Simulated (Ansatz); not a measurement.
**C3H5Cl: ionisation energy by level of theory**

How much energy removes an electron from C3H5Cl at fixed geometry? The cation is run at each level and the neutral's energy taken from earlier runs.

Computed with Ansatz 0.2.0, Gaussian basis. Level: unrestricted cation, the program's frozen cores in correlated methods.

The runs, in order: UKS PBE-D4/def2-TZVPP; UKS r2SCAN-D4/def2-TZVPP; UKS PBE0-D4/def2-TZVPP; UKS B3LYP-D4/def2-TZVPP; UKS wB97X-V/def2-TZVPP; UKS wB97M-V/def2-TZVPP; UKS B2PLYP/def2-TZVPP; UHF-CCSD(T)/def2-TZVPP; UHF-MP2/def2-QZVPP; extrapolation to the limit; then −ε(HOMO) from the neutral's earlier runs with LDA (SPW92), PBE-D4, revPBE-D4, BLYP-D4, r2SCAN-D4, B97M-V, PBE0-D4, B3LYP-D4, r2SCANh-D4, r2SCAN0-D4, HSE06-D4, BHLYP-D4, CAM-B3LYP-D4, LC-ωPBE, ωB97X-V, ωB97M-V.

### Step 1. The relaxed structure

The geometry comes from an earlier relaxation with PBE0-D4 in a triple-zeta def2 set; it is a stationary point, not always the lowest conformer.

SMILES `C/C=C/Cl`, 9 atoms, charge 0, spin multiplicity 1.

Atoms are counted from 1 here; the program's logs count them from 0.

Bond lengths: C1–C2 1.489 Å, C1–H5 1.094 Å, C1–H6 1.091 Å, C1–H7 1.094 Å, C2–C3 1.323 Å, C2–H8 1.086 Å, C3–Cl4 1.723 Å, C3–H9 1.083 Å. Angles: C2–C1–H5 110.9°, C2–C1–H6 111.7°, C2–C1–H7 110.9°, H5–C1–H6 108.2°, H5–C1–H7 106.8°, H6–C1–H7 108.2°, C1–C2–C3 123.3°, C1–C2–H8 117.8°, C3–C2–H8 118.8°, C2–C3–Cl4 123.4°, C2–C3–H9 123.5°, Cl4–C3–H9 113.2°.

### Step 2. Cation, UKS PBE-D4/def2-TZVPP

in.yaml reads:

```yaml
crystal:
  periodic: [false, false, false]
  atoms:
    - {symbol: C, position_ang: [0.174307, 1.081582, -0.482044]}
    - {symbol: C, position_ang: [0.079588, -0.394830, -0.311091]}
    - {symbol: C, position_ang: [-0.271648, -0.974000, 0.824984]}
    - {symbol: Cl, position_ang: [-0.382490, -2.682047, 1.023468]}
    - {symbol: H, position_ang: [-0.499607, 1.426657, -1.272036]}
    - {symbol: H, position_ang: [-0.079542, 1.610792, 0.438044]}
    - {symbol: H, position_ang: [1.185942, 1.375677, -0.777716]}
    - {symbol: H, position_ang: [0.312200, -1.020372, -1.168275]}
    - {symbol: H, position_ang: [-0.518751, -0.423449, 1.724656]}
basis:
  gaussian: {orbitals: def2-TZVPP}
total_charge: 1
magnetization: {spin_polarized: true, initial_magnetization: 1}
hamiltonian: {xc: pbe, dispersion: d4}
```

Command:

```bash
$ ansatz run in.yaml --threads 4 --pin off --events-out ev --progress --plain --max-ram 10444MiB
```

Further steps of the session: Cation, UKS r2SCAN-D4/def2-TZVPP; Cation, UKS PBE0-D4/def2-TZVPP; Cation, UKS B3LYP-D4/def2-TZVPP; Cation, UKS wB97X-V/def2-TZVPP; Cation, UKS wB97M-V/def2-TZVPP; Cation, UKS B2PLYP (frozen core)/def2-TZVPP; Cation, UHF-CCSD(T)/def2-TZVPP; Cation, UHF-MP2/def2-QZVPP.

Q: Predict the results of all the runs planned. Wanted: ionisation energy, CCSD(T)/CBS; nearest functional by difference; nearest −ε(HOMO); −ε(HOMO) of PBE; T1 of the cation.

**Answer**, as computed:

| quantity | value |
| --- | --- |
| ionisation energy, CCSD(T)/CBS | 9.69 eV |
| nearest functional by difference | ωB97X-V (-0.28 eV) |
| nearest −ε(HOMO) | LC-ωPBE (+0.11 eV) |
| −ε(HOMO) of PBE | 5.96 eV |
| T1 of the cation | 0.029 |

Energy differences with functionals land within 0.51 eV of the reference. −ε(HOMO) of PBE misses by 3.7 eV, since self-interaction lifts the level. Among orbital estimates LC-ωPBE comes nearest. Hartree-Fock falls 1.29 eV short, as the neutral has more correlation energy than the cation. The cation may have settled in a state other than its lowest; no search over hole states beyond the program's own was made.
